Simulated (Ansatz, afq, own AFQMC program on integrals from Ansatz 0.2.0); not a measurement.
AFQMC on a folder of integrals that Ansatz 0.2.0 wrote.

```yaml
crystal:
  periodic: [false, false, false]
  atoms:
    - {symbol: Hf, position_ang: [0.000000, 0.000000, 0.000000]}
    - {symbol: H, position_ang: [0.000000, 0.000000, 1.488000]}
basis:
  gaussian: {orbitals: def2-TZVP}
magnetization: {spin_polarized: true, initial_magnetization: 3}
correlation: {method: ccsd_t, electrons: outside_noble_gas, hamiltonian_folder: ham}
```

```sh
$ ansatz run in.yaml --threads 1 --pin off --events-out ev --progress --plain --max-ram 16896MiB --backend cuda --devices 0, --max-vram 18GiB
```

Options of the walk:

```
--method phaseless --trial cisd --walkers 4000 --populations 20 --least-time 60 --time-step 0.005 --steps-per-block 50 --equilibration-blocks 40 --max-blocks 4000 --target-error 0.00014 --factor-cut 1e-05 --start spin_pure --seed 7040 --release-times 0.24,0.6,1.2,2,3,4.2 --release-step 0.04 --release-every 3 --taylor-order 6
```

Times are imaginary, in 1/Eh. The walk had a cap of 178 s. With eight or more populations the least sampling time is a fifth of least-time, and the error comes from their spread. Core potentials past Kr, no spin–orbit coupling.

Log:

```
orbitals 42  electrons 4 1  factors 326 of 412
reference energy -47.88401985 Eh
CCSD correlation -0.06015390 Eh in 22 cycles, weight of the determinant in the CISD state 0.9466
energy of the start -47.944159 Eh
 block  time / (1/Eh)  mean weight  energy / Eh
     1     0.250  1.0000  -47.944135
     2     0.500  0.9999  -47.944319
     3     0.750  1.0000  -47.944531
     4     1.000  0.9998  -47.944691
     5     1.250  1.0000  -47.944864
     8     2.000  1.0001  -47.945188
    11     2.750  0.9999  -47.945421
    17     4.250  1.0000  -47.945459
    23     5.750  1.0002  -47.945680
    29     7.250  0.9999  -47.945500
    35     8.750  0.9998  -47.945956
    41    10.250  1.0000  -47.945609
    47    11.750  1.0001  -47.945734
    53    13.250  0.9997  -47.945597
    59    14.750  0.9998  -47.945641
    65    16.250  0.9995  -47.945709
    69    17.250  0.9998  -47.944635
    71    17.750  1.0000  -47.945895
    77    19.250  1.0000  -47.945392
    83    20.750  0.9996  -47.945679
    89    22.250  1.0000  -47.945688
error from the spread of 20 populations
released: time / (1/Eh)  energy / Eh  error  mean overlap
  0.24  -47.945714  0.000024  0.9987
  0.60  -47.945778  0.000035  0.9965
  1.20  -47.945910  0.000090  0.9938
  2.00  -47.945957  0.000049  0.9920
  3.00  -47.945861  0.000103  0.9915
  4.20  -47.947211  0.001292  0.9921
energy -47.945639 +/- 0.000035 Eh
(rows thinned)
```

The run passed its tests (sampling time, drift between the halves within three errors, error under three times the target), which doesn't prove that it has relaxed.

Against this walk (error 0.9 meV) on the same determinant: CCSD(T) 3.8 meV higher, CCSDT(Q) 14.4 meV lower, CCSDTQ 15.2 meV lower, full CI 15.2 meV lower. The error is statistical and leaves out the bias of the constraint. Released to 3.00 1/Eh the energy lies 6 ± 3 meV (both errors) below the phaseless value, which shows part or all of the bias of the constraint, and full CI lies 9.2 meV below the released value. Full CI is exact here, so the walk's 15 meV above it is the walk's own error: the bias of the constraint with this trial.

Cautions: constraint bias not in the error; no spin-orbit coupling; outer-core shells of the metal frozen; lower spins were not checked.

The walk took 100 s on 1 × NVIDIA H100 80GB HBM3 with 2 threads of AMD EPYC 7R13 Processor (Zen 3) (shared host) (the card was shared). The log's last line is the phaseless energy.

CCSDT and higher add their correlation energy to the determinant of the CCSD(T) run, since their own runs factorise the integrals more tightly (a shift of under 2 meV).
